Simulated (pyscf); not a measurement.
## Four-centre exchange: O=CH–OH (SMILES O=CO) + SiH₄ (SMILES [SiH4]) -> HO–SiH₃ (SMILES O[SiH3]) + H₂C=O (SMILES C=O)

Gas phase, singlet surface, charge 0. Bonds broken: O1–C2, Si6–H7. Bonds formed: O1–Si6, C2–H7. Structures and frequencies: ωB97X-D3(BJ)/def2-SVP in PySCF. Correlated levels are frozen-core, on RHF or UHF. ΔMP2 is the change of the MP2 total energy from the triple- to the quadruple-zeta basis.

Transition state (Å):

```xyz
10

O     -1.7430    -0.1049    -0.4281
C     -0.6582    -1.0318     0.1341
O     -0.1865    -1.8375    -0.6122
H     -2.1484    -0.4979    -1.2211
H     -0.8721    -1.1532     1.2130
Si    -0.5742     1.4402    -0.6144
H      0.1400     0.2640     0.3219
H     -1.7612     2.1325    -1.2335
H     -0.1077     2.4786     0.3649
H      0.3751     1.1762    -1.7319
```

One imaginary mode, 717i cm⁻¹; descent along it reached the two sides named, in the forms told below.

| bond | change | reactant side (Å) | saddle | product side |
|---|---|---|---|---|
| O1–C2 | breaks | 1.342 | 1.534 | 3.3 |
| Si6–H7 | breaks | 1.490 | 1.664 | 5.3 |
| O1–Si6 | forms | 3.1 | 1.946 | 1.662 |
| C2–H7 | forms | 3.3 | 1.533 | 1.113 |

Electronic energies relative to the separated reactants (kJ/mol):

```csv
level,barrier,reaction energy,reverse barrier
ωB97X-D3(BJ)/def2-TZVP,199.1,-35.2,234.3
PBE/def2-TZVP,173.4,-19.1,192.5
r²SCAN/def2-TZVP,176.7,-26.8,203.5
B3LYP-D3(BJ)/def2-TZVP,194.3,-35.5,229.8
PBE0-D3(BJ)/def2-TZVP,184.2,-25.2,209.4
M06-2X/def2-TZVP,196.3,-43.0,239.3
ωB97M-D3(BJ)/def2-TZVP,199.6,-37.0,236.6
HF/def2-TZVP,288.1,-45.4,333.5
MP2/def2-QZVPP,196.8,-49.6,246.5
CCSD/def2-TZVPP,221.5,-45.7,267.2
CCSD(T)/def2-TZVPP,207.9,-42.5,250.5
CCSD(T)/def2-TZVPP + ΔMP2(QZVPP),204.6,-46.2,250.7
```

With CCSD(T)/def2-TZVPP + ΔMP2(QZVPP) energies and thermal terms (ideal gas, 1 atm, RRHO with modes under 100 cm⁻¹ raised to 100, one conformer, R ln 2 for rigid chiral ones), in kJ/mol:

```json
[
 {"T (K)": "298", "ΔH‡": "203.9", "ΔG‡": "246.3", "ΔH": "-45.3", "ΔG": "-52.2"},
 {"T (K)": "600", "ΔH‡": "205.7", "ΔG‡": "288.7", "ΔH": "-44.1", "ΔG": "-59.7"},
 {"T (K)": "900", "ΔH‡": "208.6", "ΔG‡": "329.6", "ΔH": "-43.8", "ΔG": "-67.6"},
 {"T (K)": "1200", "ΔH‡": "211.5", "ΔG‡": "369.6", "ΔH": "-43.9", "ΔG": "-75.6"}
]
```

On the product side the descent ends in a complex (not fully relaxed), 23.5 kJ/mol under the separated species and 257.8 kJ/mol under the saddle at ωB97X-D3(BJ)/def2-TZVP. One saddle was located; it need not be the lowest between these sides. The CCSD(T) − MP2 part came from Ansatz, without density fitting, on the same reference.
